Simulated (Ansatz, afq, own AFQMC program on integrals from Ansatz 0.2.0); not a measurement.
## AlBH, doublet: AFQMC among the cluster methods

```yaml
atoms:
  - { symbol: B, position_ang: [0.0000, 0.0536, 3.3852] }
  - { symbol: Al, position_ang: [0.0000, 0.5729, -1.1622] }
  - { symbol: H, position_ang: [0.0000, -0.6266, -2.2230] }
```

Connectivity, by distances: B ··· AlH.

Basis 6-31G. Noble-gas cores (and the filled d shells of Ga–Kr and In–Xe) are frozen. Ansatz 0.2.0 and our own AFQMC program on the same integrals; the CISD trial comes from CCSD amplitudes, and released means the phaseless constraint is let go. Error bars are statistical, one sigma.

Determinant: UHF, the one that the program's search chose, which needn't be the lowest solution. The geometry is a point of a scan.

Full CI on the same integrals is exact in this basis and with this determinant's frozen core.

Cautions: unrestricted determinant slightly spin contaminated (⟨S²⟩ 0.80 against 0.75); the released energies have errors that jump between times, so the bars are unsure, so no released level is given (meV from the phaseless value at times in 1/Eh: -2.0 ± 1.1 at 0.24, -2.8 ± 1.7 at 0.51, -5.4 ± 1.6 at 0.99, -4 ± 6 at 1.62, -8.3 ± 1.3 at 2.40).

```
T1 diagnostic                               : 0.0384
weight of the determinant in the CISD state : 0.866
⟨S²⟩ of the determinant                     : 0.803
size of the correlated space                : 7 electrons in 18 orbitals
```

| level | correlation energy (eV) |
| --- | --- |
| MP2 | -1.3917 |
| CCSD | -2.3834 |
| CCSD(T) | -2.4014 |

Q: Estimate where phaseless AFQMC with a CISD trial lies against CCSD(T) on the same integrals.

A: 0.4 ± 0.1 kJ/mol above CCSD(T).

Reference: full CI, correlation energy -2.412 eV.

```
        level  E − E(reference) (kJ/mol)  share of correlation (%)
      CCSD(T)                        1.0                     99.57
        CCSDT                        0.2                     99.93
     CCSDT(Q)                        0.1                     99.98
       CCSDTQ                        0.0                    100.00
  ph-AFQMC/HF                 12.5 ± 2.1                     94.62
ph-AFQMC/CISD                  1.4 ± 0.1                     99.40
```

CCSDT and higher add their correlation energy to the determinant of the CCSD(T) run, since their own runs factorise the integrals more tightly (a shift of under 2 meV). A walk keeps the symmetry of its determinant, which the program's search chose and which needn't be the lowest solution, so a lower state of the same spin and another symmetry isn't excluded.
